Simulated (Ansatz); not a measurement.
System: rock-salt MgS. Method: G0W0@HSE06 in Ansatz (hard PAW, contour deformation, complete-basis limit).

Numerical settings: largest k mesh 10×10×10 (not extrapolated in the mesh).

Cell (measured lattice):

```
MgS
1.0
    0.00000     2.60165     2.60165
    2.60165     0.00000     2.60165
    2.60165     2.60165     0.00000
Mg S
1 1
Direct
  0.00000   0.00000   0.00000
  0.50000   0.50000   0.50000
```

Give the computed band gap.


* **band gap**: 4.86 eV (indirect)

Note: GW on a hybrid start was not checked against another program; cell and atoms aren't relaxed at this level; the gap holds a correction of +0.28 eV to the complete basis.

Static lattice: no zero-point or thermal effects.

Ansatz is a quantum-chemistry and plane-wave program.
